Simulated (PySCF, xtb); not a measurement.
C₂H₇N, SMILES CCN.

GFN2-xTB (xtb 6.7.1) at its own geometry gives an orbital gap of 11.34 eV and a dipole moment of 1.35 D.

Coordinates come from a B3LYP-D3(BJ)/def2-TZVP optimisation. Other conformers were not sampled.

Problem. What does M06-2X/def2-TZVPD in PySCF give? (The exact figures need the calculation; the answer reports its results.)

Solution. gap 8.88 eV (levels -8.33 and 0.55 eV), dipole 1.28 D.
